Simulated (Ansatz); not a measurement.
**CH5AlO (SMILES C[O][AlH2]): one structure at several levels**

The task here is to estimate one member of a computed series from the others.

Computed with Ansatz 0.2.0, Gaussian basis. Level: single points in def2-TZVPP.

Correlated methods freeze the cores.

## The system as given

SMILES `C[O][AlH2]`, 8 atoms, charge 0, spin multiplicity 1.

Atoms are counted from 1 here; the program's logs count them from 0.

Bond lengths: C1–O2 1.414 Å, C1–H4 1.104 Å, C1–H5 1.136 Å, C1–H6 1.097 Å, O2–Al3 1.622 Å, Al3–H7 1.519 Å, Al3–H8 1.518 Å. Angles: O2–C1–H4 110.7°, O2–C1–H5 108.8°, O2–C1–H6 112.0°, H4–C1–H5 108.6°, H4–C1–H6 108.0°, H5–C1–H6 108.6°, C1–O2–Al3 178.7°, O2–Al3–H7 119.5°, O2–Al3–H8 120.2°, H7–Al3–H8 120.3°.

As a file:

```mol
CH5AlO
  3D, bonds by distance, orders not assigned

  8  7  0  0  0  0  0  0  0  0999 V2000
   -0.5250    1.1731   -0.4352 C   0  0
    0.0393   -0.0484    0.0001 O   0  0
    0.6596   -1.4533    0.5222 Al  0  0
   -1.2196    1.0035   -1.2758 H   0  0
    0.3104    1.8583   -0.7874 H   0  0
   -1.0786    1.6789    0.3659 H   0  0
    2.0688   -1.4834    1.0887 H   0  0
   -0.1655   -2.7249    0.4510 H   0  0
  1  2  8  0
  1  4  8  0
  1  5  8  0
  1  6  8  0
  2  3  8  0
  3  7  8  0
  3  8  8  0
M  END
```

Set-up of the first run:

Input file run/in.yaml:

```yaml
crystal:
  periodic: [false, false, false]
  atoms:
    - {symbol: C, position_ang: [-0.525000, 1.173100, -0.435200]}
    - {symbol: O, position_ang: [0.039300, -0.048400, 0.000100]}
    - {symbol: Al, position_ang: [0.659600, -1.453300, 0.522200]}
    - {symbol: H, position_ang: [-1.219600, 1.003500, -1.275800]}
    - {symbol: H, position_ang: [0.310400, 1.858300, -0.787400]}
    - {symbol: H, position_ang: [-1.078600, 1.678900, 0.365900]}
    - {symbol: H, position_ang: [2.068800, -1.483400, 1.088700]}
    - {symbol: H, position_ang: [-0.165500, -2.724900, 0.451000]}
basis:
  gaussian: {orbitals: def2-TZVPP}
correlation: {method: ccsd_t}
output: {forces: true}
```

The command line of these runs was not kept.

Among the steps run: CCSD(T)/def2-TZVPP; PBE0-D4/def2-TZVPP; wB97M-V/def2-TZVPP; r2SCAN-D4/def2-TZVPP; PBE-D4/def2-TZVPP; BHLYP-D4/def2-TZVPP; LC-wPBE/def2-TZVPP.

One of the session's tables, all rows but one given; the rest of the session is left out.

```
   method  RMS force component (eV/Å)  angle to CCSD(T) forces (°)  dipole (D)
  CCSD(T)                       0.655                    reference        1.39
  PBE0-D4                           ?                            ?           ?
  wB97M-V                       0.655                          3.8        1.34
r2SCAN-D4                       0.645                          4.2        1.37
   PBE-D4                       0.675                         11.6        1.34
 BHLYP-D4                       0.686                         12.5        1.31
  LC-wPBE                       0.682                          6.6        1.37
```

Q: Estimate the row for PBE0-D4 from the others.

As computed: RMS force component (eV/Å): 0.692; angle to CCSD(T) forces (°): 9.4; dipole (D): 1.31. In the column «RMS force component (eV/Å)» it is the highest.

Limits of these values: The reference is not at the basis limit: in triple zeta CCSD(T) underbinds, which counts against methods that bind more; the gaps are no ranking.
